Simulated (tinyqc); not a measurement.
Worked calculation: CCSD on RHF in the sto-3g basis, for LiH, spin multiplicity 1. Computed by tinyqc, a small Python program that keeps every step (integrals from PySCF). Settings: charge = 0, multiplicity = 1, basis = sto-3g, method = RHF, energy threshold = 1e-10, iteration cap = 82, orthogonalisation = symmetric, start = core, DIIS depth = 6, amplitude equations = CCSD, DIIS depth for amplitudes = 0, cap on updates = 77. Command: `OMP_NUM_THREADS=1 python tinyqc.py 22503 22504 out.jsonl` (the two numbers bound the seeds that draw the settings). One thread of a shared host (Intel(R) Xeon(R) Processor @ 2.60GHz), about 0.3 s of CPU time with the checks. Later iterations appear only in the table of the cycle.

## One-electron integrals

Geometry (angstrom):

| atom | x | y | z |
|---|---|---|---|
| Li | 0.0000 | 0.0000 | 0.0000 |
| H | 0.0000 | 0.0000 | 1.7130 |

Basis sto-3g: exponents (1/bohr^2) and contraction coefficients of normalised primitives:

| element | l (shell) | exponent | coefficient |
|---|---|---|---|
| Li | s (1) | 16.1196 | 0.1543 |
| Li | s (1) | 2.9362 | 0.5353 |
| Li | s (1) | 0.7947 | 0.4446 |
| Li | s (2) | 0.6363 | -0.1000 |
| Li | s (2) | 0.1479 | 0.3995 |
| Li | s (2) | 0.0481 | 0.7001 |
| Li | p (3) | 0.6363 | 0.1559 |
| Li | p (3) | 0.1479 | 0.6077 |
| Li | p (3) | 0.0481 | 0.3920 |
| H | s (1) | 3.4253 | 0.1543 |
| H | s (1) | 0.6239 | 0.5353 |
| H | s (1) | 0.1689 | 0.4446 |

Overlap, kinetic and nuclear-attraction integrals over the contracted functions; the nuclear repulsion is the sum of Za Zb / Rab.

nuclear repulsion = 0.926755 hartree

overlap S:
```
         1Li 1s  1Li 2s  1Li 2px  1Li 2py  1Li 2pz   2H 1s
1Li 1s   1.0000  0.2411   0.0000   0.0000   0.0000  0.0522
1Li 2s   0.2411  1.0000   0.0000   0.0000   0.0000  0.3672
1Li 2px  0.0000  0.0000   1.0000   0.0000   0.0000  0.0000
1Li 2py  0.0000  0.0000   0.0000   1.0000   0.0000  0.0000
1Li 2pz  0.0000  0.0000   0.0000   0.0000   1.0000  0.4900
2H 1s    0.0522  0.3672   0.0000   0.0000   0.4900  1.0000
```

kinetic energy T (hartree):
```
          1Li 1s   1Li 2s  1Li 2px  1Li 2py  1Li 2pz    2H 1s
1Li 1s    3.5768  -0.0202   0.0000   0.0000   0.0000  -0.0137
1Li 2s   -0.0202   0.1022   0.0000   0.0000   0.0000   0.0349
1Li 2px   0.0000   0.0000   0.3197   0.0000   0.0000   0.0000
1Li 2py   0.0000   0.0000   0.0000   0.3197   0.0000   0.0000
1Li 2pz   0.0000   0.0000   0.0000   0.0000   0.3197   0.1115
2H 1s    -0.0137   0.0349   0.0000   0.0000   0.1115   0.7600
```

nuclear attraction V (hartree):
```
          1Li 1s   1Li 2s  1Li 2px  1Li 2py  1Li 2pz    2H 1s
1Li 1s   -8.2918  -1.0388   0.0000   0.0000  -0.0140  -0.2222
1Li 2s   -1.0388  -1.4857   0.0000   0.0000  -0.1158  -0.6602
1Li 2px   0.0000   0.0000  -1.4452   0.0000   0.0000   0.0000
1Li 2py   0.0000   0.0000   0.0000  -1.4452   0.0000   0.0000
1Li 2pz  -0.0140  -0.1158   0.0000   0.0000  -1.5378  -0.8919
2H 1s    -0.2222  -0.6602   0.0000   0.0000  -0.8919  -2.1519
```

core Hamiltonian H = T + V (hartree):
```
          1Li 1s   1Li 2s  1Li 2px  1Li 2py  1Li 2pz    2H 1s
1Li 1s   -4.7150  -1.0591   0.0000   0.0000  -0.0140  -0.2359
1Li 2s   -1.0591  -1.3836   0.0000   0.0000  -0.1158  -0.6253
1Li 2px   0.0000   0.0000  -1.1255   0.0000   0.0000   0.0000
1Li 2py   0.0000   0.0000   0.0000  -1.1255   0.0000   0.0000
1Li 2pz  -0.0140  -0.1158   0.0000   0.0000  -1.2181  -0.7805
2H 1s    -0.2359  -0.6253   0.0000   0.0000  -0.7805  -1.3919
```

## Two-electron integrals

Functions are numbered as in S; the eight-fold symmetry (ij|kl) = (ji|kl) = (kl|ij) leaves the list below.

Two-electron integrals (ij|kl) in chemists' order, unique and non-zero (hartree):
```
(11|11) 1.6804   (21|11) 0.2654   (21|21) 0.0499   (22|11) 0.3977
(22|21) 0.0929   (22|22) 0.2906   (31|31) 0.0090   (32|31) 0.0138
(32|32) 0.0642   (33|11) 0.3966   (33|21) 0.0929   (33|22) 0.2905
(33|33) 0.3129   (41|41) 0.0090   (42|41) 0.0138   (42|42) 0.0642
(43|43) 0.0169   (44|11) 0.3966   (44|21) 0.0929   (44|22) 0.2905
(44|33) 0.2792   (44|44) 0.3129   (51|51) 0.0090   (52|51) 0.0138
(52|52) 0.0642   (53|53) 0.0169   (54|54) 0.0169   (55|11) 0.3966
(55|21) 0.0929   (55|22) 0.2905   (55|33) 0.2792   (55|44) 0.2792
(55|55) 0.3129   (61|11) 0.0557   (61|21) 0.0105   (61|22) 0.0200
(61|33) 0.0197   (61|44) 0.0197   (61|51) 0.0013   (61|52) 0.0024
(61|55) 0.0204   (61|61) 0.0024   (62|11) 0.1336   (62|21) 0.0316
(62|22) 0.1048   (62|33) 0.0993   (62|44) 0.0993   (62|51) 0.0051
(62|52) 0.0313   (62|55) 0.1156   (62|61) 0.0080   (62|62) 0.0632
(63|31) 0.0025   (63|32) 0.0117   (63|53) 0.0048   (63|63) 0.0045
(64|41) 0.0025   (64|42) 0.0117   (64|54) 0.0048   (64|64) 0.0045
(65|11) 0.1663   (65|21) 0.0397   (65|22) 0.1367   (65|33) 0.1275
(65|44) 0.1275   (65|51) 0.0079   (65|52) 0.0479   (65|55) 0.1551
(65|61) 0.0104   (65|62) 0.0902   (65|65) 0.1305   (66|11) 0.3082
(66|21) 0.0741   (66|22) 0.2704   (66|33) 0.2467   (66|44) 0.2467
(66|51) 0.0135   (66|52) 0.1019   (66|55) 0.3175   (66|61) 0.0195
(66|62) 0.2045   (66|65) 0.3029   (66|66) 0.7746
```

## Orthogonalisation

S = U s U^T; symmetric (Loewdin) form X = U s^(-1/2) U^T, so that X^T S X = 1.

eigenvalues of S: 0.3798  0.8002  1.0000  1.0000  1.1745  1.6455

X:
```
          1Li 1s   1Li 2s  1Li 2px  1Li 2py  1Li 2pz    2H 1s
1Li 1s    1.0232  -0.1301   0.0000   0.0000  -0.0064   0.0123
1Li 2s   -0.1301   1.0959   0.0000   0.0000   0.0960  -0.2488
1Li 2px   0.0000   0.0000   1.0000   0.0000   0.0000   0.0000
1Li 2py   0.0000   0.0000   0.0000   1.0000   0.0000   0.0000
1Li 2pz  -0.0064   0.0960   0.0000   0.0000   1.1262  -0.3278
2H 1s     0.0123  -0.2488   0.0000   0.0000  -0.3278   1.1975
```

## Starting guess

The start is the orbitals of the core Hamiltonian; D = 2 C_occ C_occ^T.

D at the start:
```
          1Li 1s   1Li 2s  1Li 2px  1Li 2py  1Li 2pz    2H 1s
1Li 1s    2.0449  -0.1229   0.0000   0.0000  -0.0718  -0.1254
1Li 2s   -0.1229   0.2319   0.0000   0.0000   0.2364   0.4304
1Li 2px   0.0000   0.0000   0.0000   0.0000   0.0000   0.0000
1Li 2py   0.0000   0.0000   0.0000   0.0000   0.0000   0.0000
1Li 2pz  -0.0718   0.2364   0.0000   0.0000   0.2424   0.4415
2H 1s    -0.1254   0.4304   0.0000   0.0000   0.4415   0.8043
```

## Iteration 1: building the Fock matrix

J_ij = sum D_kl (ij|kl), K_ij = sum D_kl (ik|jl); F = H + J - 0.5 K; E = tr D H + tr D J / 2 - 0.25 tr D K + E_nn.

Coulomb J (hartree):
```
         1Li 1s  1Li 2s  1Li 2px  1Li 2py  1Li 2pz   2H 1s
1Li 1s   4.0552  0.6937   0.0000   0.0000   0.0272  0.1529
1Li 2s   0.6937  1.3517   0.0000   0.0000   0.1790  0.6283
1Li 2px  0.0000  0.0000   1.3149   0.0000   0.0000  0.0000
1Li 2py  0.0000  0.0000   0.0000   1.3149   0.0000  0.0000
1Li 2pz  0.0272  0.1790   0.0000   0.0000   1.4182  0.8551
2H 1s    0.1529  0.6283   0.0000   0.0000   0.8551  1.8595
```

exchange K (hartree):
```
         1Li 1s  1Li 2s  1Li 2px  1Li 2py  1Li 2pz   2H 1s
1Li 1s   3.3829  0.5265   0.0000   0.0000   0.0141  0.1266
1Li 2s   0.5265  0.3230   0.0000   0.0000   0.2877  0.4704
1Li 2px  0.0000  0.0000   0.0512   0.0000   0.0000  0.0000
1Li 2py  0.0000  0.0000   0.0000   0.0512   0.0000  0.0000
1Li 2pz  0.0141  0.2877   0.0000   0.0000   0.3870  0.6042
2H 1s    0.1266  0.4704   0.0000   0.0000   0.6042  1.1521
```

Fock matrix F (hartree):
```
          1Li 1s   1Li 2s  1Li 2px  1Li 2py  1Li 2pz    2H 1s
1Li 1s   -2.3513  -0.6286   0.0000   0.0000   0.0061  -0.1463
1Li 2s   -0.6286  -0.1934   0.0000   0.0000  -0.0806  -0.2322
1Li 2px   0.0000   0.0000   0.1638   0.0000   0.0000   0.0000
1Li 2py   0.0000   0.0000   0.0000   0.1638   0.0000   0.0000
1Li 2pz   0.0061  -0.0806   0.0000   0.0000   0.0066  -0.2275
2H 1s    -0.1463  -0.2322   0.0000   0.0000  -0.2275  -0.1084
```

total energy of this density = -7.835924 hartree

## Iteration 1: diagonalisation and new density

Diagonalise F' = X^T F X, C = X C', fill 2 alpha and 2 beta electrons from the bottom; D = 2 C_occ C_occ^T. Each column has its largest component positive (the first on a tie).

F' = X^T F X (hartree):
```
         1        2       3       4        5        6
1  -2.3009  -0.3463  0.0000  0.0000   0.0101  -0.0218
2  -0.3463   0.0114  0.0000  0.0000   0.0341  -0.2496
3   0.0000   0.0000  0.1638  0.0000   0.0000   0.0000
4   0.0000   0.0000  0.0000  0.1638   0.0000   0.0000
5   0.0101   0.0341  0.0000  0.0000   0.1601  -0.3067
6  -0.0218  -0.2496  0.0000  0.0000  -0.3067   0.1362
```

orbital energies (hartree): MO1 -2.3531, MO2 -0.2490, MO3 0.0694, MO4 0.1638, MO5 0.1638, MO6 0.5394

coefficients C:
```
             MO1      MO2      MO3     MO4      MO5      MO6
1Li 1s    0.9929  -0.1501  -0.2111  0.0000   0.0000   0.1053
1Li 2s    0.0268   0.4270   0.8119  0.0000   0.0000  -0.6685
1Li 2px   0.0000   0.0000   0.0000  0.2980   0.9546   0.0000
1Li 2py   0.0000   0.0000   0.0000  0.9546  -0.2980   0.0000
1Li 2pz  -0.0033   0.3704  -0.6040  0.0000   0.0000  -0.9397
2H 1s     0.0042   0.5629  -0.1102  0.0000   0.0000   1.1289
```

D after iteration 1:
```
          1Li 1s   1Li 2s  1Li 2px  1Li 2py  1Li 2pz    2H 1s
1Li 1s    2.0169  -0.0750   0.0000   0.0000  -0.1177  -0.1606
1Li 2s   -0.0750   0.3661   0.0000   0.0000   0.3162   0.4809
1Li 2px   0.0000   0.0000   0.0000   0.0000   0.0000   0.0000
1Li 2py   0.0000   0.0000   0.0000   0.0000   0.0000   0.0000
1Li 2pz  -0.1177   0.3162   0.0000   0.0000   0.2744   0.4170
2H 1s    -0.1606   0.4809   0.0000   0.0000   0.4170   0.6337
```

Within a degenerate level the vectors are fixed only up to a rotation; this is one choice.

## Iteration 7 (converged): orbitals

converged F (hartree):
```
          1Li 1s   1Li 2s  1Li 2px  1Li 2py  1Li 2pz    2H 1s
1Li 1s   -2.3492  -0.6402   0.0000   0.0000   0.0145  -0.1429
1Li 2s   -0.6402  -0.2229   0.0000   0.0000  -0.0957  -0.2519
1Li 2px   0.0000   0.0000   0.1638   0.0000   0.0000   0.0000
1Li 2py   0.0000   0.0000   0.0000   0.1638   0.0000   0.0000
1Li 2pz   0.0145  -0.0957   0.0000   0.0000   0.0118  -0.2274
2H 1s    -0.1429  -0.2519   0.0000   0.0000  -0.2274  -0.1298
```

As before.

F' = X^T F X (hartree):
```
         1        2       3       4        5        6
1  -2.2961  -0.3562  0.0000  0.0000   0.0192  -0.0163
2  -0.3562  -0.0144  0.0000  0.0000   0.0178  -0.2574
3   0.0000   0.0000  0.1638  0.0000   0.0000   0.0000
4   0.0000   0.0000  0.0000  0.1638   0.0000   0.0000
5   0.0192   0.0178  0.0000  0.0000   0.1620  -0.2986
6  -0.0163  -0.2574  0.0000  0.0000  -0.2986   0.1136
```

orbital energies (hartree): MO1 -2.3518, MO2 -0.2755, MO3 0.0771, MO4 0.1638, MO5 0.1638, MO6 0.5152

coefficients C:
```
             MO1      MO2      MO3     MO4      MO5      MO6
1Li 1s    0.9913  -0.1607  -0.2114  0.0000   0.0000   0.1043
1Li 2s    0.0332   0.4649   0.7984  0.0000   0.0000  -0.6590
1Li 2px   0.0000   0.0000   0.0000  0.1886   0.9821   0.0000
1Li 2py   0.0000   0.0000   0.0000  0.9821  -0.1886   0.0000
1Li 2pz  -0.0056   0.3420  -0.6098  0.0000   0.0000  -0.9467
2H 1s     0.0022   0.5566  -0.1496  0.0000   0.0000   1.1275
```

D after iteration 7:
```
          1Li 1s   1Li 2s  1Li 2px  1Li 2py  1Li 2pz    2H 1s
1Li 1s    2.0171  -0.0837   0.0000   0.0000  -0.1210  -0.1746
1Li 2s   -0.0837   0.4344   0.0000   0.0000   0.3176   0.5177
1Li 2px   0.0000   0.0000   0.0000   0.0000   0.0000   0.0000
1Li 2py   0.0000   0.0000   0.0000   0.0000   0.0000   0.0000
1Li 2pz  -0.1210   0.3176   0.0000   0.0000   0.2340   0.3807
2H 1s    -0.1746   0.5177   0.0000   0.0000   0.3807   0.6197
```

Within a degenerate level the vectors are fixed only up to a rotation; this is one choice.

## Convergence

Stop when the energy changes by less than 1e-10 hartree and every element of the error matrix X^T (F D S - S D F) X is below 3e-06.

Course of the cycle:

| iteration | E (hartree) | change | largest element of the error matrix |
|---|---|---|---|
| 1 | -7.835924 | - | 1.88e-01 |
| 2 | -7.855401 | -1.95e-02 | 2.38e-02 |
| 3 | -7.856182 | -7.81e-04 | 5.11e-03 |
| 4 | -7.856331 | -1.49e-04 | 1.13e-03 |
| 5 | -7.856340 | -8.38e-06 | 3.39e-05 |
| 6 | -7.856340 | -2.70e-09 | 3.62e-06 |
| 7 | -7.856340 | -3.20e-11 | 1.29e-07 |

PySCF RHF in the same basis = -7.856340 hartree

Converged in 7 iterations.

## Populations, bond orders and dipole

Mulliken: Z minus the diagonal of D S on the atom; Loewdin: the same with S^(1/2) D S^(1/2); Mayer order: 2 sum_s sum (D(s) S)_ij (D(s) S)_ji over the two atoms.

Charges (e):

| atom | Mulliken | Loewdin |
|---|---|---|
| 1Li | -0.0128 | -0.0108 |
| 2H | 0.0128 | 0.0108 |

Mayer bond orders:

| pair | order |
|---|---|
| 2-1 | 0.9998 |

dipole moment about the origin, x y z (debye): 0.0000  0.0000  -4.8913

## Integrals over molecular orbitals

(pq|rs) = sum C_ip C_jq C_kr C_ls (ij|kl), one index at a time.

one-electron integrals over orbitals h = C^T H C (hartree):
```
         1        2        3        4        5        6
1  -4.7057   0.1019   0.1657   0.0000   0.0000  -0.0420
2   0.1019  -1.4501   0.0296   0.0000   0.0000  -0.0244
3   0.1657   0.0296  -1.1182   0.0000   0.0000   0.0283
4   0.0000   0.0000   0.0000  -1.1255   0.0000   0.0000
5   0.0000   0.0000   0.0000   0.0000  -1.1255   0.0000
6  -0.0420  -0.0244   0.0283   0.0000   0.0000  -0.9695
```

Two-electron integrals over orbitals (pq|rs), unique and non-zero (hartree):
```
(11|11) 1.6588     (21|11) -0.1071    (21|21) 0.0122     (22|11) 0.3537
(22|21) 0.0052     (22|22) 0.4795     (31|11) -0.1394    (31|21) 0.0109
(31|22) -0.0147    (31|31) 0.0218     (32|11) 0.0160     (32|21) -0.0031
(32|22) -0.0506    (32|31) 1.07e-04   (32|32) 0.0143     (33|11) 0.3951
(33|21) -0.0104    (33|22) 0.2206     (33|31) 0.0016     (33|32) 0.0090
(33|33) 0.3365     (41|41) 0.0098     (42|41) 0.0074     (42|42) 0.0228
(43|41) 0.0103     (43|42) 0.0194     (43|43) 0.0413     (44|11) 0.3963
(44|21) -0.0041    (44|22) 0.2647     (44|31) -0.0050    (44|32) 0.0071
(44|33) 0.2817     (44|44) 0.3129     (51|51) 0.0098     (52|51) 0.0074
(52|52) 0.0228     (53|51) 0.0103     (53|52) 0.0194     (53|53) 0.0413
(54|54) 0.0169     (55|11) 0.3963     (55|21) -0.0041    (55|22) 0.2647
(55|31) -0.0050    (55|32) 0.0071     (55|33) 0.2817     (55|44) 0.2792
(55|55) 0.3129     (61|11) 0.0605     (61|21) -0.0093    (61|22) -0.0074
(61|31) -0.0032    (61|32) 0.0021     (61|33) 0.0111     (61|44) 0.0009
(61|55) 0.0009     (61|61) 0.0096     (62|11) -0.0532    (62|21) 0.0037
(62|22) 0.1214     (62|31) 0.0017     (62|32) -0.0361    (62|33) -0.0150
(62|44) -0.0217    (62|55) -0.0217    (62|61) 6.52e-05   (62|62) 0.1253
(63|11) 0.0183     (63|21) -0.0032    (63|22) -0.0521    (63|31) 0.0043
(63|32) 0.0107     (63|33) 0.0360     (63|44) 0.0033     (63|55) 0.0033
(63|61) 0.0043     (63|62) -0.0331    (63|63) 0.0268     (64|41) -0.0062
(64|42) -0.0195    (64|43) -0.0135    (64|64) 0.0198     (65|51) -0.0062
(65|52) -0.0195    (65|53) -0.0135    (65|65) 0.0198     (66|11) 0.3610
(66|21) 0.0024     (66|22) 0.4488     (66|31) -0.0113    (66|32) -0.0447
(66|33) 0.2407     (66|44) 0.2665     (66|55) 0.2665     (66|61) -0.0038
(66|62) 0.1267     (66|63) -0.0446    (66|66) 0.4489
```

## CCSD: starting amplitudes

t_ij^ab = <ij||ab> / (e_i + e_j - e_a - e_b), whose energy is MP2.

Starting amplitudes (spin orbitals 1a, 1b, ...; amplitudes related by a flip of all spins are not repeated):

| from | to | t |
|---|---|---|
| 2a 2b | 6a 6b | -0.0792 |
| 2a 2b | 3a 6b | 0.0316 |
| 2a 2b | 5a 5b | -0.0260 |
| 2a 2b | 4a 4b | -0.0260 |
| 2a 2b | 3a 3b | -0.0203 |
| 1a 1b | 3a 3b | -0.0045 |
| 1a 2b | 5a 5b | -0.0025 |
| 1a 2b | 4a 4b | -0.0025 |
| 1a 1b | 5a 5b | -0.0020 |
| 1a 1b | 4a 4b | -0.0020 |
| 1a 1b | 6a 6b | -0.0017 |
| 1a 2b | 3b 6a | 0.0006 |
| 1a 1b | 3a 6b | 0.0006 |
| 1a 2b | 3a 6b | -0.0005 |
| 1a 2a | 3a 6a | 1.09e-04 |
| 1a 2b | 3a 3b | -3.84e-05 |
| 1a 2b | 6a 6b | -1.78e-05 |

correlation energy = -0.013913 hartree

## CCSD: amplitude update 1

t_i^a D_i^a and t_ij^ab D_ij^ab are set to the remaining terms of the spin-orbital equations, evaluated with the old amplitudes; for the doubles these are <ij||ab> + 1/2 <ab||ef> t_ij^ef + 1/2 <mn||ij> t_mn^ab + P(ij)P(ab) <mb||ej> t_im^ae + terms in t^2 + terms with t1, D the orbital-energy denominators.

Amplitudes after update 1 (spin orbitals 1a, 1b, ...; amplitudes related by a flip of all spins are not repeated):

| from | to | t |
|---|---|---|
| 2a 2b | 6a 6b | -0.1093 |
| 2a 2b | 3a 6b | 0.0465 |
| 2a 2b | 5a 5b | -0.0277 |
| 2a 2b | 4a 4b | -0.0277 |
| 2a 2b | 3a 3b | -0.0242 |
| 2a | 3a | 0.0101 |
| 1a 1b | 3a 3b | -0.0040 |
| 1a 2b | 5a 5b | -0.0029 |
| 1a 2b | 4a 4b | -0.0029 |
| 1a 1b | 5a 5b | -0.0018 |
| 1a 1b | 4a 4b | -0.0018 |
| 1a 1b | 6a 6b | -0.0013 |
| 1a 2b | 3b 6a | 0.0008 |
| 1a 2b | 3a 6b | -0.0006 |
| 2a | 6a | 0.0006 |
| 1a 1b | 3a 6b | 4.23e-04 |
| 1a | 3a | 4.18e-04 |
| 1a | 6a | -2.59e-04 |
| 1a 2a | 3a 6a | 1.81e-04 |
| 1a 2b | 6a 6b | -1.19e-04 |
| 1a 2b | 3a 3b | 1.23e-05 |

correlation energy = -0.018892 hartree

## CCSD: convergence

E_corr = 1/4 sum <ij||ab> t_ij^ab + 1/2 sum <ij||ab> t_i^a t_j^b; stop when the norm of the change is below 1e-8.

Course of the amplitude iterations:

| update | correlation energy (hartree) | norm of the change |
|---|---|---|
| 0 | -0.013913 | - |
| 1 | -0.018892 | 7.56e-02 |
| 2 | -0.020865 | 3.46e-02 |
| 3 | -0.021688 | 1.89e-02 |
| 4 | -0.022061 | 1.20e-02 |
| 5 | -0.022246 | 8.25e-03 |
| 6 | -0.022348 | 5.86e-03 |
| 7 | -0.022410 | 4.21e-03 |
| 8 | -0.022450 | 3.04e-03 |
| 9 | -0.022477 | 2.20e-03 |
| 10 | -0.022495 | 1.59e-03 |
| 11 | -0.022508 | 1.15e-03 |
| 12 | -0.022518 | 8.32e-04 |
| 13 | -0.022525 | 6.02e-04 |
| ... | ... | ... |
| 34 | -0.022542 | 6.68e-07 |
| 35 | -0.022542 | 4.83e-07 |
| 36 | -0.022542 | 3.49e-07 |
| 37 | -0.022542 | 2.53e-07 |
| 38 | -0.022542 | 1.83e-07 |
| 39 | -0.022542 | 1.32e-07 |
| 40 | -0.022542 | 9.56e-08 |
| 41 | -0.022542 | 6.91e-08 |
| 42 | -0.022542 | 5.00e-08 |
| 43 | -0.022542 | 3.61e-08 |
| 44 | -0.022542 | 2.61e-08 |
| 45 | -0.022542 | 1.89e-08 |
| 46 | -0.022542 | 1.37e-08 |
| 47 | -0.022542 | 9.89e-09 |

Converged amplitudes (spin orbitals 1a, 1b, ...; amplitudes related by a flip of all spins are not repeated):

| from | to | t |
|---|---|---|
| 2a 2b | 6a 6b | -0.1251 |
| 2a 2b | 3a 6b | 0.0673 |
| 2a | 3a | 0.0434 |
| 2a 2b | 3a 3b | -0.0425 |
| 2a 2b | 5a 5b | -0.0261 |
| 2a 2b | 4a 4b | -0.0261 |
| 2a | 6a | 0.0045 |
| 1a 1b | 3a 3b | -0.0038 |
| 1a 2b | 5a 5b | -0.0031 |
| 1a 2b | 4a 4b | -0.0031 |
| 1a 1b | 5a 5b | -0.0018 |
| 1a 1b | 4a 4b | -0.0018 |
| 1a 2b | 3b 6a | 0.0013 |
| 1a 1b | 6a 6b | -0.0013 |
| 1a 2b | 3a 6b | -0.0008 |
| 1a 2a | 3a 6a | 0.0005 |
| 1a | 6a | -0.0005 |
| 1a 1b | 3a 6b | 3.04e-04 |
| 1a | 3a | 2.94e-04 |
| 1a 2b | 6a 6b | -2.51e-04 |
| 1a 2b | 3a 3b | -1.67e-04 |

CCSD total energy = -7.878882 hartree

T1 diagnostic, norm of the one-spin t1 over sqrt(correlated electrons) = 0.0218

Converged in 47 updates.
